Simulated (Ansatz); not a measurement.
## Phonon frequency of some elemental metals

Method: PBE (PAW; Ansatz, a first-principles code). References are measured values at room or unstated temperature, uncorrected, so that the deviations hold thermal and zero-point effects besides the level's error.

Values in cm⁻¹.

```tsv
solid	reference	PBE	deviation (%)
fcc Pd (X T)	155†	146	-5.8
fcc Au (L T)	62	53	-14.5
fcc Pd (L T)	111†	104	-6.3
fcc Cu (L T)	114	113	-0.9
fcc Pd (L L)	234†	?	?
fcc Cu (X T)	169	168	-0.6
fcc Au (X L)	154	134	-13.0
fcc Cu (X L)	240	238	-0.8
fcc Au (L L)	157	137	-12.7
fcc Pd (X L)	224†	208	-7.1
fcc Au (X T)	92	77	-16.3
fcc Cu (L L)	247	242	-2.0
```

**Question.** Estimate the withheld PBE value.

**Answer.** The deviations of the other rows run from -16.3 % to -0.6 %, with a median of -6.3 %; carried to the reference 234 it gives 219 cm⁻¹. The run gives 215 cm⁻¹ (-8.1 %); the row was picked among those where that median comes within half of the row's own deviation. Over these 12 values the mean deviation is -7.4 %, the mean absolute deviation 7.4 % (median 6.7 %), and the worst case fcc Au (X T) at -16.3 %; the value is below the reference in 12 of 12 cases.

Spin–orbit coupling is left out, also for the solids with elements from indium on (fcc Au); its size isn't shown.

† marks references with one source in our tables, § those from which another value on file, of any temperature, differs by over 15 %.

Differences are worked out from the printed values.

Each level is taken at its own relaxed cell. Ansatz's density-functional and Hartree–Fock values are scalar-relativistic unless marked +SOC, with PAW data made under PBE.

Ansatz's runs of these crystals have no spin polarisation.

Not in this set, of the elemental metals with a reference value in our tables and a result at some level: 8 for a run that failed a test (PBE) (fcc Al, fcc Al, fcc Al, fcc Al, fcc Pb and 3 more); 4 for a reference of another kind, counted apart (fcc Pt, fcc Pt, fcc Pt, fcc Pt). These can be a level's worst cases. Values held back for tests aren't counted. Layered and molecular crystals are counted apart. The metals Ce to Yb are counted apart.

References as tabulated in Savrasov and Savrasov (1996), arXiv:cond-mat/9604124; He et al. (2014), arXiv:1309.4805; Greeff and Graf (2004), arXiv:cond-mat/0311614; A. Dal Corso, Phys. Rev. B 76, 054308 (2007).
